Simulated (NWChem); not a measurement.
System: SiH₃ cation

```xyz
4

Si     0.0000     0.0000     0.0000
H      1.1933    -0.8948     0.0000
H     -1.3716    -0.5861     0.0000
H      0.1782     1.4809     0.0000
```
Atoms are numbered in this order, from 1.

Level: PBE-D3(BJ)/def2-SVP (NWChem), optimised geometry, unscaled harmonic frequencies. 

Problem. List the harmonic frequencies with IR intensities, and the thermochemistry.

Solution. 
| frequency (cm⁻¹) | IR intensity (km/mol) |
|---|---|
| 806 | 47.5 |
| 890 | 53.1 |
| 890 | 53.1 |
| 2198 | 0.0 |
| 2284 | 1.1 |
| 2284 | 1.1 |

The zero-point energy is 13.4 kcal/mol and the thermal correction to the enthalpy at 298.15 K (with zero-point energy) is 15.9 kcal/mol. The heat capacity Cv is 7.6 cal/(mol K). The entropy at 298.15 K and 1 atm (symmetry number 6) comes out as 49.0 cal/(mol K).

Rigid rotor and harmonic oscillator.
